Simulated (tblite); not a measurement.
Compound: (methylthio)ethene, C₃H₆S.
Bonds: C1–C2 (double), C2–S3, S3–C4. Hydrogens: H5, H6 on C1; H7 on C2; H8, H9, H10 on C4.

Computed with GFN2-xTB (tblite), gas phase: Langevin dynamics at 400 K from the optimised GFN2-xTB geometry, time step 0.5 fs, friction 0.01 fs⁻¹, 2000 steps.

Start geometry:
```
atom  x, y, z in Å
C1      1.478   -0.344   -0.207
C2      1.011    0.620    0.570
S3     -0.657    1.052    0.865
C4     -1.576   -0.112   -0.181
H5      2.538   -0.501   -0.302
H6      0.847   -1.007   -0.771
H7      1.663    1.272    1.129
H8     -1.392   -1.129    0.155
H9     -1.278    0.017   -1.217
H10    -2.626    0.136   -0.063
```

The statistics below take the 31 frames saved every 25 fs from 250 to 1000 fs; their kinetic temperature (all 3N coordinates) averages 420 K.

**Question.** Give the mean, spread and extremes of the bond lengths.

**Answer.** 
```
  bond  start (Å)  mean (Å)  standard deviation (Å)  shortest (Å)  longest (Å)
 C1=C2      1.323     1.324                   0.017         1.292        1.363
 C2–S3      1.749     1.757                   0.050         1.681        1.863
 S3–C4      1.815     1.832                   0.041         1.767        1.925
 C1–H5      1.076     1.079                   0.040         1.010        1.149
 C1–H6      1.075     1.083                   0.037         1.014        1.167
 C2–H7      1.079     1.082                   0.033         1.027        1.151
 C4–H8      1.086     1.091                   0.033         1.030        1.152
 C4–H9      1.086     1.091                   0.041         1.009        1.157
C4–H10      1.085     1.092                   0.036         1.029        1.172
```

**Question.** Give the same statistics for bond angles, one of each kind.

**Answer.** 
```json
{"angle": "C2–C1–H5", "start (°)": "120.4", "mean (°)": "119.1", "standard deviation (°)": "4.5", "smallest (°)": "108.8", "largest (°)": "127.3"}
{"angle": "C2–C1–H6", "start (°)": "123.4", "mean (°)": "122.7", "standard deviation (°)": "4.3", "smallest (°)": "114.5", "largest (°)": "133.6"}
{"angle": "H5–C1–H6", "start (°)": "116.3", "mean (°)": "117.8", "standard deviation (°)": "4.8", "smallest (°)": "109.3", "largest (°)": "128.4"}
{"angle": "C1–C2–S3", "start (°)": "128.0", "mean (°)": "129.2", "standard deviation (°)": "5.1", "smallest (°)": "119.8", "largest (°)": "141.3"}
{"angle": "C1–C2–H7", "start (°)": "122.1", "mean (°)": "120.8", "standard deviation (°)": "5.9", "smallest (°)": "111.8", "largest (°)": "132.8"}
{"angle": "S3–C2–H7", "start (°)": "109.9", "mean (°)": "109.4", "standard deviation (°)": "6.6", "smallest (°)": "98.0", "largest (°)": "122.0"}
{"angle": "C2–S3–C4", "start (°)": "103.1", "mean (°)": "105.5", "standard deviation (°)": "5.2", "smallest (°)": "96.2", "largest (°)": "114.7"}
{"angle": "S3–C4–H8", "start (°)": "109.7", "mean (°)": "109.3", "standard deviation (°)": "6.5", "smallest (°)": "98.5", "largest (°)": "123.0"}
{"angle": "S3–C4–H10", "start (°)": "106.2", "mean (°)": "107.7", "standard deviation (°)": "7.3", "smallest (°)": "95.8", "largest (°)": "125.8"}
{"angle": "H8–C4–H9", "start (°)": "111.1", "mean (°)": "110.3", "standard deviation (°)": "3.8", "smallest (°)": "100.3", "largest (°)": "117.6"}
{"angle": "H8–C4–H10", "start (°)": "110.1", "mean (°)": "109.2", "standard deviation (°)": "4.6", "smallest (°)": "100.1", "largest (°)": "117.1"}
```

**Question.** How far does each atom move about its mean position (frames aligned on the start, all atoms weighted alike), and what rms force does it feel?

**Answer.** 
```
atom  rms displacement (Å)  rms force (eV/Å)
  C1                  0.20              2.18
  C2                  0.11              1.90
  S3                  0.37              1.41
  C4                  0.14              2.49
  H5                  0.35              1.46
  H6                  0.35              1.20
  H7                  0.22              1.21
  H8                  0.91              1.12
  H9                  0.93              1.37
 H10                  0.86              1.27
```

The displacements run from 0.11 to 0.93 Å, the largest at H9.

**Question.** Follow the torsion C1–C2–S3–C4 through every second one of these frames.

**Answer.** 
```json
{"t (fs)": "250", "C1–C2–S3–C4 (°)": "4"}
{"t (fs)": "300", "C1–C2–S3–C4 (°)": "-7"}
{"t (fs)": "350", "C1–C2–S3–C4 (°)": "10"}
{"t (fs)": "400", "C1–C2–S3–C4 (°)": "-3"}
{"t (fs)": "450", "C1–C2–S3–C4 (°)": "-16"}
{"t (fs)": "500", "C1–C2–S3–C4 (°)": "-14"}
{"t (fs)": "550", "C1–C2–S3–C4 (°)": "-5"}
{"t (fs)": "600", "C1–C2–S3–C4 (°)": "5"}
{"t (fs)": "650", "C1–C2–S3–C4 (°)": "26"}
{"t (fs)": "700", "C1–C2–S3–C4 (°)": "7"}
{"t (fs)": "750", "C1–C2–S3–C4 (°)": "-17"}
{"t (fs)": "800", "C1–C2–S3–C4 (°)": "-19"}
{"t (fs)": "850", "C1–C2–S3–C4 (°)": "21"}
{"t (fs)": "900", "C1–C2–S3–C4 (°)": "37"}
{"t (fs)": "950", "C1–C2–S3–C4 (°)": "18"}
{"t (fs)": "1000", "C1–C2–S3–C4 (°)": "-20"}
```

Largest departure from the start value over all these frames: C1–C2–S3–C4 39° (start -1°).

**Question.** How widely does the potential energy scatter, against a harmonic estimate?

**Answer.** Mean 0.48 eV above the start, standard deviation 0.115 eV, range 0.29 to 0.73 eV. For 24 classical harmonic modes at 400 K the canonical values are 24kT/2 = 0.41 eV and kT·√(24/2) = 0.119 eV.

The run is classical and short, so these are rough statistics of one trajectory.

The cost below is that of the whole dynamics run. Cost: about 18 s of CPU time on one thread; the machine was shared, so the figure is rough.
